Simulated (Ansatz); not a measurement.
## Molecular dynamics, step by step

CH₉NSi (SMILES C.[SiH3]N), singlet, PBE0-D4/def2-SVP (Ansatz 0.2.0). Settings (timestep in fs, temperature in K; T counts 30 degrees of freedom):

```yaml
hamiltonian: {xc: pbe0, dispersion: d4}
md: {n_steps: 80, timestep: 0.75, temperature: 1000, ensemble: nve, seed: 769, initial_velocities: maxwell_boltzmann}
```

Start (the SMILES describes the start alone):

```xyz
12
angstrom
C -0.1083 -0.1776 -2.5904
H -0.8280 0.6254 -2.4340
H 0.8326 0.0768 -2.1024
H 0.0626 -0.3103 -3.6584
H -0.4990 -1.1028 -2.1676
Si 0.0674 0.0718 1.1921
N -0.0878 0.2158 2.8993
H -0.6060 -1.1865 0.7799
H -0.5954 1.2485 0.5738
H 1.4661 0.0222 0.6685
H 0.1516 1.0839 3.3504
H 0.1442 -0.5671 3.4890
```

```json
{"step": "0", "time (fs)": "0.00", "potential energy less the start (meV)": "0.0", "kinetic energy (meV)": "1292.6", "T (K)": "1000"}
{"step": "5", "time (fs)": "3.75", "potential energy less the start (meV)": "760.9", "kinetic energy (meV)": "551.6", "T (K)": "427"}
{"step": "10", "time (fs)": "7.50", "potential energy less the start (meV)": "619.2", "kinetic energy (meV)": "685.5", "T (K)": "530"}
{"step": "15", "time (fs)": "11.25", "potential energy less the start (meV)": "618.6", "kinetic energy (meV)": "684.4", "T (K)": "529"}
{"step": "20", "time (fs)": "15.00", "potential energy less the start (meV)": "574.5", "kinetic energy (meV)": "728.5", "T (K)": "564"}
{"step": "25", "time (fs)": "18.75", "potential energy less the start (meV)": "811.5", "kinetic energy (meV)": "501.6", "T (K)": "388"}
{"step": "30", "time (fs)": "22.50", "potential energy less the start (meV)": "406.8", "kinetic energy (meV)": "897.7", "T (K)": "695"}
{"step": "35", "time (fs)": "26.25", "potential energy less the start (meV)": "714.2", "kinetic energy (meV)": "594.2", "T (K)": "460"}
{"step": "40", "time (fs)": "30.00", "potential energy less the start (meV)": "594.2", "kinetic energy (meV)": "714.2", "T (K)": "552"}
{"step": "45", "time (fs)": "33.75", "potential energy less the start (meV)": "637.9", "kinetic energy (meV)": "673.1", "T (K)": "521"}
{"step": "50", "time (fs)": "37.50", "potential energy less the start (meV)": "466.8", "kinetic energy (meV)": "836.1", "T (K)": "647"}
{"step": "55", "time (fs)": "41.25", "potential energy less the start (meV)": "633.0", "kinetic energy (meV)": "673.3", "T (K)": "521"}
{"step": "60", "time (fs)": "45.00", "potential energy less the start (meV)": "540.2", "kinetic energy (meV)": "766.5", "T (K)": "593"}
{"step": "65", "time (fs)": "48.75", "potential energy less the start (meV)": "742.8", "kinetic energy (meV)": "566.9", "T (K)": "439"}
{"step": "70", "time (fs)": "52.50", "potential energy less the start (meV)": "247.4", "kinetic energy (meV)": "1049.4", "T (K)": "812"}
{"step": "75", "time (fs)": "56.25", "potential energy less the start (meV)": "597.1", "kinetic energy (meV)": "708.2", "T (K)": "548"}
{"step": "80", "time (fs)": "60.00", "potential energy less the start (meV)": "748.1", "kinetic energy (meV)": "558.6", "T (K)": "432"}
```

Step 10, positions (Å) and forces (eV/Å):

| atom | x | y | z | Fx | Fy | Fz |
| --- | --- | --- | --- | --- | --- | --- |
| C1 | -0.093 | -0.188 | -2.616 | 1.568 | -1.364 | -0.196 |
| H2 | -0.763 | 0.535 | -2.301 | -2.196 | 1.908 | 0.233 |
| H3 | 0.852 | 0.273 | -2.196 | -0.426 | -1.420 | -0.146 |
| H4 | 0.005 | -0.207 | -3.723 | -0.243 | -0.073 | 0.497 |
| H5 | -0.523 | -1.162 | -2.201 | 1.286 | 0.948 | -0.389 |
| Si6 | 0.070 | 0.073 | 1.202 | -0.743 | -0.650 | -1.088 |
| N7 | -0.109 | 0.236 | 2.914 | 0.133 | 0.646 | -1.063 |
| H8 | -0.591 | -1.347 | 1.092 | 0.363 | 1.084 | -0.466 |
| H9 | -0.635 | 1.271 | 0.561 | 0.058 | -0.610 | 0.158 |
| H10 | 1.386 | 0.038 | 0.387 | -0.353 | -0.096 | 0.816 |
| H11 | 0.439 | 0.955 | 3.339 | 0.329 | 0.522 | 0.737 |
| H12 | 0.006 | -0.644 | 3.356 | 0.224 | -0.896 | 0.906 |

Last step (80):

```json
{"atom": "C1", "x (Å)": "-0.0157", "y (Å)": "-0.1786", "z (Å)": "-2.7788"}
{"atom": "H2", "x (Å)": "-0.6539", "y (Å)": "0.0824", "z (Å)": "-1.9661"}
{"atom": "H3", "x (Å)": "0.9605", "y (Å)": "0.4508", "z (Å)": "-2.6623"}
{"atom": "H4", "x (Å)": "-0.6911", "y (Å)": "0.1990", "z (Å)": "-3.6063"}
{"atom": "H5", "x (Å)": "0.3286", "y (Å)": "-1.3066", "z (Å)": "-2.7146"}
{"atom": "Si6", "x (Å)": "-0.0384", "y (Å)": "0.0441", "z (Å)": "1.2433"}
{"atom": "N7", "x (Å)": "0.0623", "y (Å)": "0.2111", "z (Å)": "3.0082"}
{"atom": "H8", "x (Å)": "-0.5648", "y (Å)": "-1.2234", "z (Å)": "0.8394"}
{"atom": "H9", "x (Å)": "-1.1237", "y (Å)": "0.9085", "z (Å)": "0.6204"}
{"atom": "H10", "x (Å)": "1.3658", "y (Å)": "0.0956", "z (Å)": "0.6327"}
{"atom": "H11", "x (Å)": "0.9147", "y (Å)": "0.5952", "z (Å)": "3.4382"}
{"atom": "H12", "x (Å)": "-0.6485", "y (Å)": "0.9381", "z (Å)": "3.2216"}
```

The run took about 66 s on 4 CPU threads of an Arm Neoverse V1 (shared host).
